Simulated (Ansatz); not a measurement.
# AlBH5N (SMILES B[NH][AlH2]): single points off equilibrium

One table from this session's results is given with a row withheld; the runs are named, their logs left out.

Method: single points in def2-TZVPP; program: Ansatz 0.2.0, Gaussian basis.

Correlated methods freeze the cores. B3LYP uses VWN-RPA correlation.

**The system as given**

SMILES `B[NH][AlH2]`, 8 atoms, charge 0, spin multiplicity 1.

Atoms are counted from 1 here; the program's logs count them from 0.

Bond lengths: B1–N2 1.554 Å, B1–H4 1.298 Å, B1–H5 1.060 Å, N2–Al3 1.851 Å, N2–H6 1.174 Å, Al3–H7 1.220 Å, Al3–H8 1.538 Å. Angles: N2–B1–H4 113.0°, N2–B1–H5 125.8°, H4–B1–H5 121.3°, B1–N2–Al3 124.3°, B1–N2–H6 117.1°, Al3–N2–H6 115.6°, N2–Al3–H7 142.6°, N2–Al3–H8 106.1°, H7–Al3–H8 111.0°.

Geometry (Å):

```xyz
8
AlBH5N
B    -0.7022    1.1167   -0.7708
N    -0.2302    0.2458    0.4270
Al    1.1121   -1.0247    0.3275
H    -1.7367    1.8483   -0.4884
H    -0.2515    1.1474   -1.7302
H    -0.9740    0.1283    1.3277
H     2.0880   -1.3545   -0.3254
H     0.9924   -1.8712    1.6062
```

Set-up of the first run:

Contents of run/in.yaml:

```yaml
crystal:
  periodic: [false, false, false]
  atoms:
    - {symbol: B, position_ang: [-0.702200, 1.116700, -0.770800]}
    - {symbol: N, position_ang: [-0.230200, 0.245800, 0.427000]}
    - {symbol: Al, position_ang: [1.112100, -1.024700, 0.327500]}
    - {symbol: H, position_ang: [-1.736700, 1.848300, -0.488400]}
    - {symbol: H, position_ang: [-0.251500, 1.147400, -1.730200]}
    - {symbol: H, position_ang: [-0.974000, 0.128300, 1.327700]}
    - {symbol: H, position_ang: [2.088000, -1.354500, -0.325400]}
    - {symbol: H, position_ang: [0.992400, -1.871200, 1.606200]}
basis:
  gaussian: {orbitals: def2-TZVPP}
correlation: {method: ccsd_t}
output: {forces: true}
```

No record of the launch command was kept for these runs.

Among the steps run: CCSD(T)/def2-TZVPP; PBE0-D4/def2-TZVPP; wB97M-V/def2-TZVPP; r2SCAN-D4/def2-TZVPP; PBE-D4/def2-TZVPP; B3LYP-D4/def2-TZVPP; revPBE-D4/def2-TZVPP.

One of the session's tables, all rows but one given; the rest of the session is left out.

```
   method  RMS force component (eV/Å)  angle to CCSD(T) forces (°)  dipole (D)
  CCSD(T)                       3.940                    reference        0.76
  PBE0-D4                       3.957                          1.4        0.70
  wB97M-V                       3.899                          1.2        0.79
r2SCAN-D4                       3.928                          0.7        0.69
   PBE-D4                       3.872                          1.5        0.63
 B3LYP-D4                       3.883                          0.9        0.73
revPBE-D4                           ?                            ?           ?
```

Estimate the missing values for revPBE-D4.

**Answer.** RMS force component (eV/Å): 3.870; angle to CCSD(T) forces (°): 1.6; dipole (D): 0.65. In the column «RMS force component (eV/Å)» it is the lowest.
